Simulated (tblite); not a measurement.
Species: C3H5NO (charge +1 and doublet state).
Structure used (GFN2-xTB), in Å, numbered top down from 1:
```
atom  x, y, z in Å
C1     1.747   -0.045    0.121
N2     0.397   -0.033   -0.055
C3    -0.751    0.225    0.273
C4    -1.967   -0.144   -0.611
O5    -3.074    0.101   -0.304
H6     2.222    0.480   -0.717
H7     2.068    0.427    1.064
H8     2.101   -1.082    0.106
H9    -1.074    0.731    1.190
H10   -1.660   -0.655   -1.538
```

Computed with GFN2-xTB (tblite): harmonic, unscaled wavenumbers at the GFN2-xTB geometry, gas phase. Errors from tens to a few hundred cm⁻¹ against measured bands are possible. One conformer, not necessarily the lowest. Open shells enter through the occupations alone, without spin polarisation, and single modes of such species can be off by tens of per cent.

Harmonic wavenumbers (cm⁻¹): 49.2, 79.2, 136.8, 278.9, 379.3, 475.1, 696.9, 830.4, 896.4, 1023.8, 1026.8, 1085.8, 1162.0, 1243.8, 1303.7, 1325.3, 1343.6, 1821.6, 1937.3, 2812.8, 2839.6, 2855.6, 2932.9, 2949.1.

A = 41535, B = 2217, C = 2133 MHz; mass 71.037 u (most abundant isotopes); point group Cs, symmetry number 1; spin multiplicity 2.

Task: Zero-point energy?

Result: ½Σν̃ = 15743 cm⁻¹ = 188.33 kJ/mol.

Task: What is S at 500 K and 1 bar for an ideal gas of classical rigid rotors and harmonic oscillators?

Result: Translation 172.77, rotation 110.66, vibration 105.89, spin (R ln 2) 5.76: S = 395.1 J/(mol K).

Task: And Cp and H(500 K) − H(0)?

Result: Cp = 127.12 J/(mol K), of which vibrations give 93.86 (their classical limit is 24 R = 199.5); H(500 K) − H(0) = 41.93 kJ/mol without the zero-point energy, 25.30 from vibrations.

Task: What must be added to the electronic energy to get the Gibbs energy at 500 K and 1 bar?

Result: ZPE + [H(500 K) − H(0)] − T·S = 188.33 + 41.93 − 197.54 = 32.72 kJ/mol.

Task: Blend soft modes into free rotors: weight 1/[1 + (100 cm⁻¹/ν̃)⁴] for the oscillator and the rest for a rotor with moment μB/(μ + B), μ = h/(8π²ν), B = 10⁻⁴⁴ kg m². What vibrational entropy results?

Result: 94.04 J/(mol K) in place of 105.89, which changes −T·S at 500 K by +5.93 kJ/mol.

Task: Which modes carry the vibrational entropy at 500 K?

Result: 49.2 cm⁻¹: 24.58; 79.2 cm⁻¹: 20.63; 136.8 cm⁻¹: 16.12; 278.9 cm⁻¹: 10.36; 379.3 cm⁻¹: 7.99; 475.1 cm⁻¹: 6.33 J/(mol K); the other 18 give 19.89 together.

Hindered rotation and anharmonicity are outside this model. Other conformers, if any are populated, would add a mixing term that is left out.
